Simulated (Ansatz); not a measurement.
in.yaml

```yaml
crystal:
  periodic: [false, false, false]
  atoms:
    - {symbol: B, position_ang: [0.000000, 0.000000, 1.240000]}
    - {symbol: B, position_ang: [0.000000, 0.000000, -1.240000]}
    - {symbol: H, position_ang: [0.000000, 0.000000, 2.415734]}
    - {symbol: H, position_ang: [0.000000, 0.000000, -2.415734]}
basis:
  gaussian: {orbitals: 6-31G}
magnetization: {spin_polarized: false}
correlation: {method: ccsdtq, electrons: outside_noble_gas}
```

```sh
$ ansatz run in.yaml --threads 1 --pin off --events-out ev --progress --plain --max-ram 2393MiB
```

Log:

```
482 factors; integrals over basis functions are off by at most 1.0e-7 eV
mean field evaluation 1: about -1363.5290 eV, gradient 8.9e0 eV
mean field evaluation 2: about -1363.5241 eV, gradient 8.9e0 eV
mean field evaluation 4: about -1364.0144 eV, gradient 5.7e-1 eV
mean field evaluation 8: about -1364.0167 eV, gradient 2.2e-4 eV
mean field evaluation 16: about -1363.6283 eV, gradient 8.9e0 eV
mean field evaluation 32: about -1364.0167 eV, gradient 3.4e-2 eV
mean field evaluation 64: about -1364.0167 eV, gradient 8.4e-3 eV
mean field -1364.14603210 eV, -50.1314420283 hartree, gradient 1.9e-6 eV, S^2 0.000000; 7 other end points of the search recorded, 0 dependent functions left out; unrestricted orbitals would lower it
mean field evaluation 96: about -1366.9423 eV, gradient 8.3e-2 eV
mean field evaluation 128: about -1364.3262 eV, gradient 2.0e0 eV
mean field evaluation 160: about -1366.8489 eV, gradient 7.9e-5 eV
...
determinant -1364.14603210 eV, -50.1314420283 hartree, with singles and doubles -1369.34168560 eV, -50.3223787726 hartree
determinant -1364.01665717 eV, -50.1266875873 hartree, with singles and doubles -1368.09785788 eV, -50.2766689471 hartree
unrestricted determinant -1366.94317024 eV, -50.2342349588 hartree, S^2 1.4938
2 core orbitals not correlated: weight in the atoms' cores, before any rotation towards them, 1.000 or more for the frozen orbitals, at most 0.000 for the correlated occupied ones
reference -1364.14603210 eV, -50.1314420283 hartree; 4, 4 occupied and 16, 16 virtual orbitals, 482 factors
second order -4.04266594 eV of doubles, -0.00000000 eV of singles
...
cycle  33  -5.55218397 eV  change    2.3e-6 eV  update   3.3e-5
cycle  34  -5.55218087 eV  change    3.1e-6 eV  update   2.0e-5
cycle  35  -5.55218682 eV  change   -5.9e-6 eV  update   1.3e-5
cycle  36  -5.55219715 eV  change   -1.0e-5 eV  update   3.1e-6
cycle  37  -5.55219950 eV  change   -2.4e-6 eV  update   3.1e-6
cycle  38  -5.55220053 eV  change   -1.0e-6 eV  update   3.9e-6
cycle  39  -5.55219900 eV  change    1.5e-6 eV  update   2.3e-6
cycle  40  -5.55219824 eV  change    7.7e-7 eV  update   1.3e-6
cycle  41  -5.55219770 eV  change    5.4e-7 eV  update   8.9e-7
cycle  42  -5.55219681 eV  change    8.9e-7 eV  update   4.5e-7
WARN: the results are in doubt because among natural orbitals full CI differs from the method by -0.116 eV
Total energy: -1369.69822891 eV, -50.3354814975 hartree
In doubt: among natural orbitals full CI differs from the method by -0.116 eV
```

The T1 diagnostic is 0.028.

For the same geometry and basis full CI lies 6.7 meV lower. By full CI's occupations no single determinant describes the state well. The program flagged this run's energy as in doubt. The determinant fills πx and πy unequally, so it is a mixture of Σ and Δ. RHF is unstable: UHF (⟨S²⟩ = 1.49) lies 2.80 eV below the lowest RHF solution. Higher spins weren't run at this geometry and may lie near or lower.

Ran on 1 thread of Intel Xeon Platinum 8375C, shared host: 19 s wall, 0.2 GiB peak host memory.
